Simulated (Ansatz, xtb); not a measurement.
Bond stretch in BeH, doublet.

- UMP2 = MP2 on UHF/cc-pVDZ, frozen core (Ansatz, an electronic-structure program)
- ROHF/cc-pVDZ (Ansatz)
- UCCSD = Ansatz with CCSD on UHF/cc-pVDZ, frozen core
- GFN1-xTB (xtb)

Energies are in kJ/mol, each relative to the lowest point of its own curve near equilibrium.

```tsv
R / Å	UMP2	ROHF	UCCSD	GFN1-xTB
1.09	72.2	72.7	73.1	44.1
1.14	43.6	43.8	44.4	22.6
1.23	12.6	12.4	13.3	3.2
1.28	4.1	3.9	4.6	0.0
1.33	0.3	0.2	0.5	0.5
1.36	0.0	0.0	0.0	2.3
1.39	0.9	1.0	0.7	4.9
1.43	3.8	4.1	3.1	9.6
1.51	14.1	15.0	12.5	22.2
1.57	25.0	26.5	22.4	33.8
1.66	44.8	47.3	40.4	53.5
1.83	88.8	93.8	78.8	93.2
2.07	153.1	164.7	129.7	147.8
2.22	182.5	213.9	154.2	179.2
2.47	209.1	214.0	178.5	224.7
2.73	219.2	211.2	187.6	260.8
2.96	221.5	208.8	189.5	283.4
3.26	221.2	206.7	189.5	302.3
3.71	219.6	205.1	188.9	317.1
4.08	218.8	204.6	188.6	323.4
4.73	218.2	204.3	188.5	328.6
5.37	218.1	204.3	188.5	—
```

At the longest distance, 5.37 Å, UMP2 lies highest above its minimum (218.1 kJ/mol) and UCCSD lowest (188.5 kJ/mol).

Dashes: no converged value, or the column stops at the first point that the program doubted or that broke a chosen test of continuity, which isn't proof of a fault.

The unrestricted determinant behind UMP2, UCCSD is spin-contaminated at 2.07 to 5.37 Å (<S²> up to 1.0, against 0.75 for a pure doublet).
